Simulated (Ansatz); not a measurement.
Two isomers of C3H5ClO: A = `ClC1CCO1`, B = `C/C=C(\O)Cl`.

Gas-phase electronic energies from Ansatz, PBE0-D4/def2-TZVP geometries. CBS: MP2 limit from def2 TZ/QZ plus the TZ coupled-cluster correction, frozen cores. DFT in def2-TZVPP. B3LYP here is the variant with VWN-RPA as its local correlation; programs differ in this. Each species was taken in one conformer, which may not be the lowest.

A:

Z-matrix (Å, degrees):
```
C
C 1 1.524
Cl 1 1.802 2 113.8
O 1 1.398 2 92.6 3 -116.2
H 1 1.089 2 119.9 3 125.1
C 2 1.530 1 83.9 3 109.2
H 2 1.090 1 113.1 3 -136.9
H 2 1.087 1 115.8 3 -8.2
H 6 1.093 2 115.4 1 -107.3
H 6 1.091 2 116.8 1 121.1
```

B:

```xyz
10

C     1.249    0.647   -0.198
C     0.401   -0.462    0.322
C    -0.917   -0.501    0.188
O    -1.646    0.471   -0.396
Cl   -1.863   -1.823    0.797
H     2.036    0.260   -0.852
H     0.660    1.369   -0.762
H     1.746    1.179    0.619
H     0.869   -1.283    0.849
H    -2.534    0.143   -0.567
```

Task: Which isomer does CCSD(T)/CBS put lower? Give the gap. (Best estimate.)

Result: The calculation gave: B, by 11.7 kcal/mol.

Task: Give E(B) − E(A) in kcal/mol with B3LYP, ωB97M-V, CCSD/def2-TZVPP, PBE-D4, MP2/def2-TZVPP, CCSD(T)/def2-TZVPP, B3LYP-D4. (Estimate.)

Result: The calculation gave: B3LYP -13.8, ωB97M-V -10.5, CCSD/def2-TZVPP -10.3, PBE-D4 -11.8, MP2/def2-TZVPP -11.4, CCSD(T)/def2-TZVPP -10.7, B3LYP-D4 -13.4. None reverses the order clearly.

Largest T1 diagnostic: 0.011.

From PBE to PBE0 (25 % exact exchange), in def2-TZVPP and without D4, E(B) − E(A) moves by +1.5 kcal/mol.
